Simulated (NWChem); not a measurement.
Everything below was run with NWChem. System: isobutene (C₄H₈), charge 0, spin multiplicity 1, at a geometry optimised with PBE/def2-SVP. Level: CIS/6-31+G* (spherical d).

Job file:

```
start mol
memory heap 200 mb stack 900 mb global 1100 mb
geometry units angstroms nocenter noautoz
  C     -1.277112     0.000000    -0.681178
  C      0.000000     0.000000     0.120807
  C      1.277112     0.000000    -0.681178
  C      0.000000     0.000000     1.470214
  H     -1.329885    -0.888616    -1.347922
  H     -1.329885     0.888616    -1.347922
  H     -2.176212     0.000000    -0.035026
  H      1.329885    -0.888616    -1.347922
  H      2.176212     0.000000    -0.035026
  H      1.329885     0.888616    -1.347922
  H      0.940110     0.000000     2.044875
  H     -0.940110     0.000000     2.044875
  symmetry group C2v
end
basis spherical
  * library 6-31+g*
end
dft
  xc hfexch
  semidirect memsize 60000000 filesize 0
  iterations 100
end
tddft
  cis
  nroots 8
  notriplet
  thresh 1e-4
end
task tddft energy
```

Output (cleaned and shortened):

```
             Northwest Computational Chemistry Package (NWChem) 7.3.0
             --------------------------------------------------------

                                NWChem Input Module
                                -------------------

 Scaling coordinates for geometry "geometry" by  1.889725989
 (inverse scale =  0.529177249)

 Turning off AUTOSYM since
 SYMMETRY directive was detected!

                             Geometry "geometry" -> ""
                             -------------------------

 Output coordinates in angstroms (scale by  1.889725989 to convert to a.u.)

  No.       Tag          Charge          X              Y              Z
 ---- ---------------- ---------- -------------- -------------- --------------
    1 C                    6.0000    -1.27711200     0.00000000    -0.68117800
    2 C                    6.0000     0.00000000     0.00000000     0.12080700
    3 C                    6.0000     1.27711200     0.00000000    -0.68117800
    4 C                    6.0000     0.00000000     0.00000000     1.47021400
    5 H                    1.0000    -1.32988500    -0.88861600    -1.34792200
    6 H                    1.0000    -1.32988500     0.88861600    -1.34792200
    7 H                    1.0000    -2.17621200     0.00000000    -0.03502600
    8 H                    1.0000     1.32988500    -0.88861600    -1.34792200
    9 H                    1.0000     2.17621200     0.00000000    -0.03502600
   10 H                    1.0000     1.32988500     0.88861600    -1.34792200
   11 H                    1.0000     0.94011000     0.00000000     2.04487500
   12 H                    1.0000    -0.94011000     0.00000000     2.04487500

 Effective nuclear repulsion energy (a.u.)     118.7207897954

            Nuclear Dipole moment (a.u.)
            ----------------------------
        X                 Y               Z
 ---------------- ---------------- ----------------
     0.0000000000     0.0000000000     0.0000000000

      Symmetry information
      --------------------

 Group name             C2v
 Group number             16
 Group order               4
 No. of unique centers     6

      Symmetry unique atoms

     1    2    4    5    7   11


 Summary of "ao basis" -> "" (spherical)
 ------------------------------------------------------------------------------
       Tag                 Description            Shells   Functions and Types
 ---------------- ------------------------------  ------  ---------------------
 *                          6-31+g*                   on all atoms

  xc_inp: hfexch multiplicative factor not found.

                                 NWChem DFT Module
                                 -----------------

 Summary of "ao basis" -> "ao basis" (spherical)
 ------------------------------------------------------------------------------
       Tag                 Description            Shells   Functions and Types
 ---------------- ------------------------------  ------  ---------------------
 C                          6-31+g*                  8       18   4s3p1d
 H                          6-31+g*                  2        2   2s

 Summary of "ao basis" -> "ao basis" (spherical)
 ------------------------------------------------------------------------------
       Tag                 Description            Shells   Functions and Types
 ---------------- ------------------------------  ------  ---------------------
 C                          6-31+g*                  8       18   4s3p1d
 H                          6-31+g*                  2        2   2s

      Symmetry analysis of basis
      --------------------------

        a1         37
        a2          9
        b1         27
        b2         15

            General Information
            -------------------
          SCF calculation type: DFT
          Wavefunction type:  closed shell.
          No. of atoms     :    12
          No. of electrons :    32
           Alpha electrons :    16
            Beta electrons :    16
          Charge           :     0
          Spin multiplicity:     1
          Use of symmetry is: off; symmetry adaption is: on
          Maximum number of iterations: 100
          AO basis - number of functions:    88
                     number of shells:    48
          Convergence on energy requested:  1.00D-06
          Convergence on density requested:  1.00D-05
          Convergence on gradient requested:  5.00D-04

              XC Information
              --------------
                     Hartree-Fock (Exact) Exchange  1.000

          Convergence Information
          -----------------------
          Convergence aids based upon iterative change in
          total energy or number of iterations.
          Levelshifting, if invoked, occurs when the
          HOMO/LUMO gap drops below (HL_TOL):  1.00D-02
          DIIS, if invoked, will attempt to extrapolate
          using up to (NFOCK): 10 stored Fock matrices.

                    Damping( 0%)  Levelshifting(0.5)       DIIS
                  --------------- ------------------- ---------------
          dE  on:    start            ASAP                start
          dE off:    2 iters        100 iters           100 iters

      Screening Tolerance Information
      -------------------------------
          Density screening/tol_rho:  1.00D-10
          AO Gaussian exp screening on grid/accAOfunc:  14
          CD Gaussian exp screening on grid/accCDfunc:  20
          XC Gaussian exp screening on grid/accXCfunc:  20
          Schwarz screening/accCoul:  1.00D-08

      Superposition of Atomic Density Guess
[...]
     Occ.   16  b2  ---  Virt.   23  a1       0.30095
     Occ.   16  b2  ---  Virt.   28  a1      -0.09405
     Occ.   16  b2  ---  Virt.   31  a1      -0.12222
     Occ.   16  b2  ---  Virt.   36  a1      -0.12788
  ----------------------------------------------------------------------------
  Root   2 singlet a1             0.265029496 a.u.                7.2118 eV
  ----------------------------------------------------------------------------
     Transition Moments    X -0.00000   Y -0.00000   Z  1.64957
     Transition Moments   XX -1.72478  XY -0.00000  XZ  0.00000
     Transition Moments   YY  1.27374  YZ -0.00000  ZZ  3.55919
     Dipole Oscillator Strength                    0.4807781685
     Electric Quadrupole                           0.0000006961
     Magnetic Dipole                               0.0000000000
     Total Oscillator Strength                     0.4807788647

          sigma_e =   2.7546 Angstrom
          sigma_h =   1.5040 Angstrom
         |d_h->e| =   0.2652 Angstrom
            d_exc =   3.0861 Angstrom
            d_CD1 =   1.5158 Angstrom
            d_CD2 =  -1.8641 Angstrom
            d_CD3 =   3.3513 Angstrom
     Pearson C.C. =   0.0479

     Occ.   14  a1  ---  Virt.   44  a1      -0.05177
     Occ.   16  b2  ---  Virt.   20  b2       0.88468
     Occ.   16  b2  ---  Virt.   24  b2      -0.31679
     Occ.   16  b2  ---  Virt.   27  b2       0.12527
     Occ.   16  b2  ---  Virt.   30  b2      -0.25486
     Occ.   16  b2  ---  Virt.   37  b2      -0.05205
  ----------------------------------------------------------------------------
  Root   3 singlet a2             0.288375136 a.u.                7.8471 eV
  ----------------------------------------------------------------------------
     Transition Moments    X -0.00000   Y -0.00000   Z  0.00000
     Transition Moments   XX -0.00000  XY  0.46805  XZ  0.00000
     Transition Moments   YY  0.00000  YZ  0.00000  ZZ  0.00000
     Dipole Oscillator Strength                    0.0000000000
     Electric Quadrupole                           0.0000000280
     Magnetic Dipole                               0.0000000447
     Total Oscillator Strength                     0.0000000726

          sigma_e =   3.2488 Angstrom
          sigma_h =   1.4801 Angstrom
         |d_h->e| =   1.2122 Angstrom
            d_exc =   3.7389 Angstrom
            d_CD1 =   2.9809 Angstrom
            d_CD2 =  -1.1523 Angstrom
            d_CD3 =   4.9510 Angstrom
     Pearson C.C. =   0.0245

     Occ.   16  b2  ---  Virt.   18  b1      -0.48561
     Occ.   16  b2  ---  Virt.   21  b1       0.82118
     Occ.   16  b2  ---  Virt.   26  b1       0.13172
     Occ.   16  b2  ---  Virt.   32  b1      -0.18805
     Occ.   16  b2  ---  Virt.   38  b1       0.15108
     Occ.   16  b2  ---  Virt.   39  b1      -0.07152
  ----------------------------------------------------------------------------
  Root   4 singlet b2             0.294035416 a.u.                8.0011 eV
  ----------------------------------------------------------------------------
     Transition Moments    X  0.00000   Y -0.19957   Z -0.00000
     Transition Moments   XX -0.00000  XY -0.00000  XZ -0.00000
     Transition Moments   YY  0.00000  YZ  0.75840  ZZ -0.00000
     Dipole Oscillator Strength                    0.0078072266
     Electric Quadrupole                           0.0000000779
     Magnetic Dipole                               0.0000004803
     Total Oscillator Strength                     0.0078077847

          sigma_e =   3.7839 Angstrom
          sigma_h =   1.5413 Angstrom
         |d_h->e| =   0.1171 Angstrom
            d_exc =   3.9932 Angstrom
            d_CD1 =   2.3597 Angstrom
            d_CD2 =  -2.5455 Angstrom
            d_CD3 =   4.1103 Angstrom
     Pearson C.C. =   0.0653

     Occ.   11  b2  ---  Virt.   17  a1       0.06084
     Occ.   12  a2  ---  Virt.   18  b1      -0.05406
     Occ.   16  b2  ---  Virt.   17  a1      -0.31953
     Occ.   16  b2  ---  Virt.   19  a1      -0.82337
     Occ.   16  b2  ---  Virt.   22  a1      -0.05593
     Occ.   16  b2  ---  Virt.   23  a1       0.37818
     Occ.   16  b2  ---  Virt.   28  a1      -0.20527
     Occ.   16  b2  ---  Virt.   31  a1       0.09733
     Occ.   16  b2  ---  Virt.   33  a1       0.05592
     Occ.   16  b2  ---  Virt.   35  a1      -0.05031
  ----------------------------------------------------------------------------
  Root   5 singlet a2             0.312201209 a.u.                8.4954 eV
  ----------------------------------------------------------------------------
     Transition Moments    X -0.00000   Y  0.00000   Z -0.00000
     Transition Moments   XX  0.00000  XY  1.39100  XZ  0.00000
     Transition Moments   YY  0.00000  YZ -0.00000  ZZ -0.00000
     Dipole Oscillator Strength                    0.0000000000
     Electric Quadrupole                           0.0000003135
     Magnetic Dipole                               0.0000004578
     Total Oscillator Strength                     0.0000007713

          sigma_e =   3.8539 Angstrom
          sigma_h =   1.5859 Angstrom
         |d_h->e| =   1.9361 Angstrom
            d_exc =   4.5030 Angstrom
            d_CD1 =   4.2041 Angstrom
            d_CD2 =  -0.7838 Angstrom
            d_CD3 =   6.4391 Angstrom
     Pearson C.C. =   0.0687

     Occ.   11  b2  ---  Virt.   18  b1      -0.05851
     Occ.   12  a2  ---  Virt.   17  a1       0.10313
     Occ.   12  a2  ---  Virt.   19  a1       0.05632
     Occ.   15  b1  ---  Virt.   20  b2      -0.05357
     Occ.   16  b2  ---  Virt.   18  b1       0.83109
     Occ.   16  b2  ---  Virt.   21  b1       0.43478
     Occ.   16  b2  ---  Virt.   26  b1       0.08247
     Occ.   16  b2  ---  Virt.   29  b1      -0.22136
     Occ.   16  b2  ---  Virt.   32  b1      -0.09316
     Occ.   16  b2  ---  Virt.   38  b1       0.11333
     Occ.   16  b2  ---  Virt.   39  b1      -0.10909
     Occ.   16  b2  ---  Virt.   43  b1       0.05006
  ----------------------------------------------------------------------------
  Root   6 singlet b2             0.319272678 a.u.                8.6879 eV
  ----------------------------------------------------------------------------
     Transition Moments    X  0.00000   Y  0.34643   Z  0.00000
     Transition Moments   XX -0.00000  XY -0.00000  XZ -0.00000
     Transition Moments   YY -0.00000  YZ -0.74877  ZZ  0.00000
     Dipole Oscillator Strength                    0.0255442076
     Electric Quadrupole                           0.0000000972
     Magnetic Dipole                               0.0000002039
     Total Oscillator Strength                     0.0255445087

          sigma_e =   4.0022 Angstrom
          sigma_h =   1.5541 Angstrom
         |d_h->e| =   1.0868 Angstrom
            d_exc =   4.3529 Angstrom
            d_CD1 =   3.5349 Angstrom
            d_CD2 =  -1.6913 Angstrom
            d_CD3 =   5.4398 Angstrom
     Pearson C.C. =   0.0536

     Occ.   16  b2  ---  Virt.   17  a1       0.26276
     Occ.   16  b2  ---  Virt.   19  a1       0.11542
     Occ.   16  b2  ---  Virt.   22  a1      -0.86051
     Occ.   16  b2  ---  Virt.   23  a1       0.35665
     Occ.   16  b2  ---  Virt.   31  a1      -0.08423
     Occ.   16  b2  ---  Virt.   33  a1       0.12353
     Occ.   16  b2  ---  Virt.   35  a1      -0.07281
     Occ.   16  b2  ---  Virt.   36  a1      -0.08720
  ----------------------------------------------------------------------------
  Root   7 singlet a1             0.323918351 a.u.                8.8143 eV
  ----------------------------------------------------------------------------
     Transition Moments    X  0.00000   Y -0.00000   Z -0.78796
     Transition Moments   XX  0.89571  XY -0.00000  XZ -0.00000
     Transition Moments   YY  0.67265  YZ -0.00000  ZZ -3.64722
     Dipole Oscillator Strength                    0.1340767940
     Electric Quadrupole                           0.0000011869
     Magnetic Dipole                               0.0000000000
     Total Oscillator Strength                     0.1340779809

          sigma_e =   2.9884 Angstrom
          sigma_h =   1.5069 Angstrom
         |d_h->e| =   0.9395 Angstrom
            d_exc =   3.4194 Angstrom
            d_CD1 =   2.4210 Angstrom
            d_CD2 =  -1.3082 Angstrom
            d_CD3 =   4.3589 Angstrom
     Pearson C.C. =   0.0435

     Occ.   13  b1  ---  Virt.   21  b1      -0.06142
     Occ.   16  b2  ---  Virt.   20  b2       0.36981
     Occ.   16  b2  ---  Virt.   24  b2       0.68664
     Occ.   16  b2  ---  Virt.   27  b2      -0.58811
     Occ.   16  b2  ---  Virt.   37  b2       0.08593
  ----------------------------------------------------------------------------
  Root   8 singlet b2             0.327365769 a.u.                8.9081 eV
  ----------------------------------------------------------------------------
     Transition Moments    X  0.00000   Y -0.40965   Z  0.00000
     Transition Moments   XX -0.00000  XY -0.00000  XZ  0.00000
     Transition Moments   YY -0.00000  YZ -0.77140  ZZ  0.00000
     Dipole Oscillator Strength                    0.0366243232
     Electric Quadrupole                           0.0000001112
     Magnetic Dipole                               0.0000009977
     Total Oscillator Strength                     0.0366254321

          sigma_e =   3.6639 Angstrom
          sigma_h =   1.5526 Angstrom
         |d_h->e| =   1.3095 Angstrom
            d_exc =   4.1150 Angstrom
            d_CD1 =   3.4208 Angstrom
            d_CD2 =  -1.2988 Angstrom
            d_CD3 =   5.4245 Angstrom
     Pearson C.C. =   0.0542

     Occ.   12  a2  ---  Virt.   18  b1      -0.07194
     Occ.   16  b2  ---  Virt.   17  a1      -0.39347
     Occ.   16  b2  ---  Virt.   19  a1      -0.20618
     Occ.   16  b2  ---  Virt.   22  a1      -0.40723
     Occ.   16  b2  ---  Virt.   23  a1      -0.61074
     Occ.   16  b2  ---  Virt.   28  a1       0.48283
     Occ.   16  b2  ---  Virt.   31  a1       0.05640
     Occ.   16  b2  ---  Virt.   40  a1      -0.09008

              Target root =      1
          Target symmetry = none
      Ground state energy =   -156.109927875000
        Excitation energy =      0.261205586650
     Excited state energy =   -155.848722288350

  stored tddft:energy   -155.84872228835016

 Task  times  cpu:       12.1s     wall:       12.1s

 Total times  cpu:       12.1s     wall:       12.1s
```
